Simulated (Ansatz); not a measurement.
# hcp Cd: properties by level of theory

Reference values: lattice constant a 2.979 Å (measured, 293 K, not corrected to a static lattice; as tabulated in Wikipedia's data pages); lattice parameter c 5.617 Å (measured, 293 K, not corrected to a static lattice; as tabulated in Wikipedia's data pages).

```
level (code)         lattice constant a (Å)  c axis length (Å)
-------------------  ----------------------  -----------------
LDA (Ansatz)                          2.903              5.497
PBE-D3(BJ) (Ansatz)                   2.995              5.481
PBE-D4 (Ansatz)                           …              5.504
```

Problem. Fill in the missing entries.

Solution. 
- PBE-D4 (Ansatz, a program for electronic structure), lattice constant a (Å): 3.003

Differences from the reference values (errors of the level alone only where the reference is corrected to a static lattice):

```csv
level,lattice constant a (%),lattice parameter c (%)
LDA,-2.55,-2.14
PBE-D3(BJ),+0.54,-2.42
PBE-D4,+0.81,-2.01
```

Nearest: lattice constant a, not ranked (reference at room or unstated temperature); lattice parameter c, not ranked (reference at room or unstated temperature).

Ansatz's density-functional and Hartree–Fock values are scalar-relativistic unless marked +SOC, with PAW data made under PBE.

Differences are worked out from the printed values.
